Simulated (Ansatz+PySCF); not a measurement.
The numbers below are computed, except where a source is named.
Input for PySCF 2.14.0:

```python
from pyscf import gto, scf, mp

mol = gto.M(atom="""
H 0.000000 0.582840 -0.927010
O 0.000000 -0.392680 -0.912480
O 0.000000 -0.627630 0.593470
O 0.000000 0.437470 1.246020
""", basis='cc-pvtz', charge=0, spin=1)
mf = scf.UHF(mol)
mf.kernel()
pt = mp.MP2(mf, frozen=3).run()
print(mf.e_tot, pt.e_corr, pt.e_tot)
```

The script is written out from the run's settings.

The run gave:

- Converged: yes
- Reference energy: -225.02113 hartree
- Correlation energy: -0.69347 hartree
- Total energy: -225.71460 hartree
- Spin squared of the determinant: 0.816

The reference isn't the lowest determinant (another lies 0.16 eV lower), but the same method gives a higher total on the lower determinant.
